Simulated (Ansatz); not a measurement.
A made-up structure of Al2NH5, closed shell:

```
atom    x (Å)    y (Å)    z (Å)
  N1  -1.3999   1.0548  -1.0097
 Al2   0.2244   0.9782   0.1317
 Al3   1.1771  -1.6680   0.8695
  H4  -1.9655   0.1526  -1.3832
  H5  -1.8916   2.0017  -1.3792
  H6   0.9101   2.5656   0.5712
  H7   2.6149  -1.9448   1.8923
  H8   0.3305  -3.1401   0.3074
```

It is relaxed with PBE-D4/def2-SVP and then PBE0-D4/def2-TZVP (Ansatz 0.2.0). Atoms count as bonded within 1.22 times the sum of their covalent radii (H–H: 0.88 Å). The end point is not checked to be a true minimum.

(1) Does its bonding change? (A judgement: the text doesn't fix the answer.)

Answers

(1) By the calculation: No: no bond forms or breaks.

Where it ends: The first stage lowers the energy by 1.38 eV in 7 steps. It ends as Al₂NH₅ ([NH2][AlH][AlH2]):
N1  (-1.249, 0.941, -0.901)
Al2  (0.201, 0.874, 0.118)
Al3  (1.051, -1.489, 0.776)
H4  (-1.754, 0.135, -1.234)
H5  (-1.689, 1.786, -1.231)
H6  (0.812, 2.292, 0.510)
H7  (2.335, -1.738, 1.690)
H8  (0.293, -2.802, 0.273)
(Å)

Labels in which every atom is bracketed show which atoms are joined, not bond orders.

For scale, one of the runs: PBE0-D4/def2-TZVP relaxation, 135 basis functions, launched by `ansatz run in.yaml --threads 2 --pin off --events-out ev --progress --plain --max-ram 4352MiB`. Hardware: 2 CPU threads of an Arm Neoverse V2, shared host. Wall time about 16 s.
